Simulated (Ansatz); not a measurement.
BH5S (SMILES [BH3-][SH2+]): methods side by side

The species is BH5S (7 atoms), meant as a singlet with charge 0. As SMILES, `[BH3-][SH2+]`. Geometry: relaxed at PBE0-D4/def2-TZVP.

| atom | x (Å) | y (Å) | z (Å) |
| --- | --- | --- | --- |
| B | -0.5256 | -0.4615 | -0.5043 |
| S | 0.5686 | 0.9776 | 0.2909 |
| H | -1.6232 | 0.0364 | -0.4315 |
| H | -0.3444 | -1.4476 | 0.1597 |
| H | -0.0754 | -0.4821 | -1.6245 |
| H | 0.2860 | 0.9038 | 1.6049 |
| H | 1.7754 | 0.4055 | 0.4589 |

Quantity: the energy change with the B1–H4 bond stretched from 1.203 to 2.405 Å, in eV. The values are calculated.

| level | kind | program | value (eV) | less FCI/STO-3G | CPU time (all runs) |
| --- | --- | --- | --- | --- | --- |
| HF/STO-3G (restricted) | Hartree–Fock | Ansatz | 7.31 | +2.36 | 0.58 s |
| SVWN5/STO-3G (restricted) | LDA | Ansatz | 5.59 | +0.64 | 1.6 s |
| BLYP/STO-3G (restricted) | GGA | Ansatz | 5.20 | +0.25 | 2.5 s |
| r2SCAN0/STO-3G (restricted) | hybrid meta-GGA | Ansatz | 6.16 | +1.21 | 5.2 s |
| wB97X/STO-3G (restricted) | range-separated hybrid | Ansatz | 6.23 | +1.28 | 11 s |
| RPA@PBE/STO-3G (restricted) | RPA | Ansatz | 5.22 | +0.27 | 3.7 s |
| MP2/STO-3G (restricted) | perturbation theory | Ansatz | 6.00 | +1.05 | 0.25 s |
| CCSD(T)/STO-3G (restricted) | coupled cluster or CI | Ansatz | 4.94 | -0.01 | 0.31 s |
| CCSDTQ/STO-3G (restricted) | coupled cluster or CI | Ansatz | 4.95 | 0.00 | 9.4 s |
| FCI/STO-3G | exact in the basis | Ansatz | 4.95 | 0.00 | 24 s |

FCI/STO-3G is exact within its basis and frozen core, so for wave-function methods in that basis the difference is their error; functionals converge differently with the basis, so for them it is only a difference. A spin-restricted reference rises too steeply as a bond breaks; here HF/STO-3G, SVWN5/STO-3G, r2SCAN0/STO-3G, wB97X/STO-3G, MP2/STO-3G lie well above the multireference or unrestricted value. The first shape isn't each level's own minimum. The values span 4.94 to 7.31 eV. All rows use very small basis sets, so none should be taken for the real molecule's value. Times are those of the runs behind each value, whatever else they computed, on shared processors of several kinds: orders of magnitude only.
